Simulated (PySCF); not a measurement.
Molecule: `InChI=1S/C4H7ClO/c1-2-3-4(5)6/h2-3H2,1H3`.

Geometry:
```json
{"atom": "C1", "x (Å)": "1.831", "y (Å)": "0.043", "z (Å)": "0.025"}
{"atom": "C2", "x (Å)": "0.449", "y (Å)": "-0.414", "z (Å)": "-0.410"}
{"atom": "C3", "x (Å)": "-0.657", "y (Å)": "0.311", "z (Å)": "0.337"}
{"atom": "C4", "x (Å)": "-2.036", "y (Å)": "-0.116", "z (Å)": "-0.068"}
{"atom": "O5", "x (Å)": "-2.333", "y (Å)": "-0.932", "z (Å)": "-0.870"}
{"atom": "Cl6", "x (Å)": "-3.304", "y (Å)": "0.784", "z (Å)": "0.835"}
{"atom": "H7", "x (Å)": "1.974", "y (Å)": "1.121", "z (Å)": "-0.153"}
{"atom": "H8", "x (Å)": "1.998", "y (Å)": "-0.139", "z (Å)": "1.099"}
{"atom": "H9", "x (Å)": "2.619", "y (Å)": "-0.491", "z (Å)": "-0.527"}
{"atom": "H10", "x (Å)": "0.315", "y (Å)": "-0.256", "z (Å)": "-1.492"}
{"atom": "H11", "x (Å)": "0.337", "y (Å)": "-1.499", "z (Å)": "-0.252"}
{"atom": "H12", "x (Å)": "-0.603", "y (Å)": "1.405", "z (Å)": "0.195"}
{"atom": "H13", "x (Å)": "-0.582", "y (Å)": "0.166", "z (Å)": "1.429"}
```

Geometry PBE0-D3(BJ)/def2-SVP throughout; GIAO in PySCF 2.14, gas phase, one conformer, non-relativistic; equivalent atoms averaged; functional PBE0.

For orientation, STO-3G gives these shifts δ (against TMS, H2O, HCl at the same level): C4 120.1, C3 38.6, C2 24.5, C1 19.8, O5 476.6, Cl6 232.6, H12/H13 2.32, H10/H11 1.31, H7/H8/H9 0.88 ppm.

A run gave: C4 174.9, C3 49.9, C2 19.1, C1 14.5, O5 563.2, Cl6 424.8, H12/H13 2.79, H10/H11 1.68, H7/H8/H9 1.00 ppm (shifts δ (against TMS, H2O, HCl at the same level)).

Question: Which basis set was used in that run?
A. def2-SVP
B. 6-31G*
C. 6-31G
D. 6-311+G(2d,p)

Answer: C. Cl6 tells them apart best: 6-31G gives 424.8, 6-311+G(2d,p) gives 457.4, def2-SVP gives 416.7, 6-31G* gives 397.6 ppm.
